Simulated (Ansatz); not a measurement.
Isolated molecules relaxed with PBE0-D4/def2-TZVP in Ansatz; ΔE leaves out vibrations. CBS: MP2 limit from def2 TZ/QZ plus the TZ coupled-cluster correction, frozen cores. This one scheme is used for every species. DFT in def2-TZVPP. One conformer a species, not always the lowest.

`C=NC(=N)O` + H₂ → `N=CO` + `C=N`  (hydrogenolysis of a C–N bond)

(1) Is it downhill or uphill in electronic energy at CCSD(T)/CBS, and by how much? (Best estimate.)

(2) What do these levels give: r2SCAN-D4, revPBE, CCSD/def2-SVP, HF/def2-TZVPP, HF/def2-QZVPP, MP2/def2-QZVPP? (Best estimate.)

Largest T1 diagnostic among the species: 0.015.

Answers

(1) Computed: Downhill: ΔE = -38.6 kJ/mol.

(2) The calculation gave: r2SCAN-D4 -28.7, revPBE -43.8, CCSD/def2-SVP -37.7, HF/def2-TZVPP -53.6, HF/def2-QZVPP -54.2, MP2/def2-QZVPP -34.6 kJ/mol.

The D4 term adds +9.3 kJ/mol with B3LYP and +5.0 kJ/mol with PBE0; it sums over pairs of atoms, weighted by their polarisabilities, and B3LYP, whose exchange is more repulsive, gets the larger term. Leaving LDA and LC-ωPBE aside and taking each functional with its dispersion term where it has one, the values, not all of them listed here, spread over 15.4 kJ/mol, from B2PLYP to revPBE-D4. LDA lies +19.2 kJ/mol from PBE without D4. From r2SCAN to r2SCAN0 (25 % exact exchange), in def2-TZVPP and without D4, ΔE moves by −3.4 kJ/mol.

B3LYP here is the variant with VWN-RPA as its local correlation; programs differ in this.
